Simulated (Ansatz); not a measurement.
This script for the Python package of Ansatz (0.2.0) starts 6 runs on C5H6, SMILES C#CCC=C. What input does the engine get in each?

`methods_c5h6.py`:
```python
"""One geometry of C5H6, method by method."""

from pathlib import Path

import ansatz as az
import numpy as np

BASIS_SET = "cc-pVDZ"

system = (
    az.Crystal.molecule()
    .atom("C", (-1.69435, 1.51413, 1.28542))
    .atom("C", (-0.97982, 0.59391, 1.01443))
    .atom("C", (-0.10564, -0.5068, 0.6532))
    .atom("C", (0.21077, -0.46391, -0.81392))
    .atom("C", (1.43123, -0.37609, -1.30464))
    .atom("H", (-2.32795, 2.31232, 1.53252))
    .atom("H", (-0.61612, -1.44702, 0.89135))
    .atom("H", (0.81305, -0.4495, 1.24337))
    .atom("H", (-0.64909, -0.49757, -1.46978))
    .atom("H", (1.61842, -0.34625, -2.36465))
    .atom("H", (2.29951, -0.33322, -0.66729))
)

calculation = system.calculation().basis(gaussian=BASIS_SET)

print("functional    E (Ha)        dipole (D)   HOMO (eV)  LUMO (eV)")
for name in ["b3lyp", "pbe0", "r2scan0", "blyp", "pbe", "cam_b3lyp"]:
    data = calculation.functional(name).forces().orbitals().run(runs_dir="runs").report
    lines = Path(data["orbitals_path"]).read_text().splitlines()
    field_of = lambda key: [line.split("=")[1].strip() for line in lines if line.startswith(key)]
    orbitals = [(27.211386 * float(e), s, float(n)) for e, s, n in zip(field_of("Ene="), field_of("Spin="), field_of("Occup="))]
    homo = max(e for e, _, n in orbitals if n > 0.5)
    lumo = min(e for e, _, n in orbitals if n < 0.5)
    dipole = 4.803205 * np.linalg.norm(data["charge_distribution"]["dipole_moment_e_ang"])
    print(f"{name:10s} {data['free_energy_ev'] / 27.211386246:14.6f} {dipole:9.3f} {homo:11.3f} {lumo:10.3f}")
```

Run 1:
```yaml
crystal:
  periodic: [false, false, false]
  atoms:
    - { symbol: C, position_ang: [-1.69435, 1.51413, 1.28542] }
    - { symbol: C, position_ang: [-0.97982, 0.59391, 1.01443] }
    - { symbol: C, position_ang: [-0.10564, -0.5068, 0.6532] }
    - { symbol: C, position_ang: [0.21077, -0.46391, -0.81392] }
    - { symbol: C, position_ang: [1.43123, -0.37609, -1.30464] }
    - { symbol: H, position_ang: [-2.32795, 2.31232, 1.53252] }
    - { symbol: H, position_ang: [-0.61612, -1.44702, 0.89135] }
    - { symbol: H, position_ang: [0.81305, -0.4495, 1.24337] }
    - { symbol: H, position_ang: [-0.64909, -0.49757, -1.46978] }
    - { symbol: H, position_ang: [1.61842, -0.34625, -2.36465] }
    - { symbol: H, position_ang: [2.29951, -0.33322, -0.66729] }
basis:
  gaussian:
    orbitals: cc-pVDZ
hamiltonian:
  xc: b3lyp
output:
  orbitals: {}
  forces: true
```

Run 2, against run 1:
```diff
-  xc: b3lyp
+  xc: pbe0
```

Run 3, against run 1:
```diff
-  xc: b3lyp
+  xc: r2scan0
```

Run 4, against run 1:
```diff
-  xc: b3lyp
+  xc: blyp
```

Run 5, against run 1:
```diff
-  xc: b3lyp
+  xc: pbe
```

Run 6, against run 1:
```diff
-  xc: b3lyp
+  xc: cam_b3lyp
```

Output of `python methods_c5h6.py`:
```text
functional    E (Ha)        dipole (D)   HOMO (eV)  LUMO (eV)
b3lyp         -194.051038     0.554      -7.187      0.184
pbe0          -193.806613     0.569      -7.465      0.377
r2scan0       -193.906482     0.578      -7.640      0.472
blyp          -193.946860     0.560      -6.049     -0.494
pbe           -193.778389     0.579      -6.252     -0.678
cam_b3lyp     -193.927049     0.548      -8.779      1.636
```

Notes:
- Total energies depend on the basis set; only differences at equal settings carry meaning.
- The geometry is a force-field or estimated start, not a minimum of this method, and the basis set is short of its limit. A lower total doesn't mark the better method: functionals have no common bound, and MP2 and coupled cluster aren't variational.
- b3lyp holds the VWN-RPA fit, as in Gaussian; the form of ORCA and Turbomole is b3lyp5.
- Levels such as HOMO and LUMO are orbital energies: with these approximate functionals they aren't the ionisation energy and electron affinity, and their gap isn't the fundamental gap.
- Hardware and time: 24 s on 1 thread of Arm Neoverse V2, with other jobs on the host, peak memory 0.29 GiB.

(Lines on the test bed's own set-up are left out of the output.)
